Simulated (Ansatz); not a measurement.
# Molecular dynamics of C$_{4}$H$_{9}$NO

Input:

```yaml
crystal:
  periodic: [false, false, false]
  atoms:
    - { symbol: C, position_ang: [-0.461481, -0.361888, 1.812458] }
    - { symbol: C, position_ang: [0.138869, -0.129781, 0.348533] }
    - { symbol: C, position_ang: [1.214756, -1.139267, -0.181634] }
    - { symbol: C, position_ang: [-0.525519, 0.706264, -0.444197] }
    - { symbol: "N", position_ang: [-0.193258, 1.141718, -1.854258] }
    - { symbol: O, position_ang: [-1.679502, 1.45677, 0.025081] }
    - { symbol: H, position_ang: [0.323177, -0.159795, 2.529507] }
    - { symbol: H, position_ang: [-0.918139, -1.353322, 2.036264] }
    - { symbol: H, position_ang: [-1.319885, 0.366199, 2.04501] }
    - { symbol: H, position_ang: [1.245537, -1.116341, -1.336353] }
    - { symbol: H, position_ang: [2.232806, -1.033505, 0.214375] }
    - { symbol: H, position_ang: [0.859179, -2.155969, 0.091709] }
    - { symbol: H, position_ang: [0.79784, 0.810415, -2.088958] }
    - { symbol: H, position_ang: [-0.900783, 0.696359, -2.524203] }
    - { symbol: H, position_ang: [-1.628509, 2.218733, -0.705254] }
magnetization:
  spin_polarized: true
basis:
  gaussian: { orbitals: STO-3G }
hamiltonian:
  xc: b3lyp
  dispersion: d4
md:
  timestep: 0.5
  n_steps: 156
  ensemble: nvt_nose_hoover
  temperature: 3000.0
  initial_velocities: maxwell_boltzmann
  seed: 715264
  nose_hoover: { tau: 1.0, chain_length: 1 }
```

Launched with:

```bash
$ ansatz run input.yaml --threads 1 --pin off --max-ram 2048MiB --backend cpu --events-out ev --progress --plain --runs-dir out
```

It goes on from the last frame of an earlier run, with new velocities.

Output, in part (step lines, the closing report, with atoms numbered from 0):

```
md step     0: t =     0.00 fs  T =  3000.0 K  F+E_penalty+E_count = -7731.07274216 eV  E_kin = 5.041140 eV  conserved = -7726.03160220 eV  (25 SCF iters)
[... lines left out ...]
Total energy: -7725.16896489 eV, -283.8947231521 hartree
Atom 0 at    -0.302189    -0.255538     1.791193 Å, force     4.297684    -3.865992    -0.635049 eV/Å
Atom 1 at     0.048003    -0.364815     0.209159 Å, force    -6.543542     4.448568     1.573685 eV/Å
Atom 2 at     1.083004    -1.555077     0.024102 Å, force     2.640269     4.787374    -3.684825 eV/Å
Atom 3 at    -0.553977     0.991883    -0.434139 Å, force     7.135960    -5.436118    -1.634009 eV/Å
Atom 4 at    -0.023009     1.323203    -1.819790 Å, force    -0.946033     0.252315     1.609340 eV/Å
Atom 5 at    -1.814308     1.595499    -0.135503 Å, force     1.293438    -0.972933     0.233863 eV/Å
Atom 6 at    -0.799518     0.531165     2.319586 Å, force    -1.693312     0.684043    -0.179674 eV/Å
Atom 7 at     0.753463    -0.010804     1.957716 Å, force     0.478235     0.497959     1.453078 eV/Å
Atom 8 at    -0.290471    -1.301983     2.319821 Å, force    -1.200303     2.074672    -1.056047 eV/Å
Atom 9 at     1.340742    -1.438910    -1.087673 Å, force    -0.974835    -1.548939     0.675930 eV/Å
Atom 10 at     2.089235    -0.800349     0.254034 Å, force    -2.152679    -4.186860     1.214780 eV/Å
Atom 11 at     0.793372    -2.707994     0.285627 Å, force     1.195427     3.626504     0.104536 eV/Å
Atom 12 at     0.584990     0.489557    -2.090096 Å, force    -0.491206     0.193538    -0.163338 eV/Å
Atom 13 at    -0.942406     1.258352    -2.344806 Å, force     0.456357    -0.015866    -1.041757 eV/Å
Atom 14 at    -1.970615     0.614610     0.060523 Å, force    -3.495458    -0.538266     1.529487 eV/Å
Dipole moment:    -0.020769    -0.539068    -0.099555 e Å
```

The steps, from the saved trajectory:

```
time (fs)  T (K)  potential energy less start (eV)  conserved less start (meV/atom)
      0.0   3000                             0.000                             0.00
      2.5   3044                             2.324                             2.31
      5.0   2274                             4.427                             1.80
      7.5   4753                             6.595                             3.53
     10.0   1823                             5.464                             1.35
     12.5   4165                             5.226                             2.81
     15.0   2409                             4.165                             1.43
     17.5   3110                             4.904                             1.91
     20.0   3884                             5.275                             1.73
     22.5   1882                             5.459                             1.83
     25.0   4054                             6.783                             3.22
     27.5   2743                             5.401                             1.18
     30.0   2729                             5.727                             3.19
     32.5   3422                             4.287                             2.15
     35.0   2693                             2.895                             1.67
     37.5   2904                             2.641                             1.42
     40.0   3206                             4.128                             2.06
     42.5   2626                             6.258                             3.13
     45.0   3456                             6.267                             2.71
     47.5   2811                             5.517                             1.91
     50.0   2935                             5.973                             2.87
     52.5   3103                             6.026                             2.94
     55.0   2958                             4.679                             2.07
     57.5   3088                             3.473                             1.79
     60.0   2577                             3.918                             1.93
     62.5   3395                             5.354                             2.62
     65.0   3006                             5.553                             2.45
     67.5   2895                             5.009                             2.57
     70.0   3109                             4.052                             1.76
     72.5   2822                             4.421                             1.87
     75.0   3215                             5.657                             2.76
     77.5   2926                             5.884                             2.42
```

All steps were run. The conserved energy stayed within 4.6 meV per atom of its start (net change 2.4 meV per atom), so there is no drift, though single steps change it by up to 25 meV in the whole system, a sign of fast motions only just resolved. A run of 0.078 ps of so small a system gives no equilibrium averages. Limits of this set-up: minimal basis.

The same pairs are bonded in the first frame and the last. Pairs count as bonded within 1.25 times the sum of covalent radii (0.12 Å more for H–H).

Last frame:

```xyz
15
Properties=species:S:1:pos:R:3
C -0.302 -0.256 1.791
C 0.048 -0.365 0.209
C 1.083 -1.555 0.024
C -0.554 0.992 -0.434
N -0.023 1.323 -1.820
O -1.814 1.595 -0.136
H -0.799 0.531 2.320
H 0.753 -0.011 1.958
H -0.290 -1.302 2.320
H 1.341 -1.439 -1.088
H 2.089 -0.800 0.254
H 0.793 -2.708 0.286
H 0.585 0.490 -2.090
H -0.942 1.258 -2.345
H -1.971 0.615 0.060
```

Run time: 11 min on 1 thread of Intel(R) Xeon(R) Platinum 8375C CPU @ 2.90GHz (Ice Lake), on a shared host, peak memory 0.17 GiB.
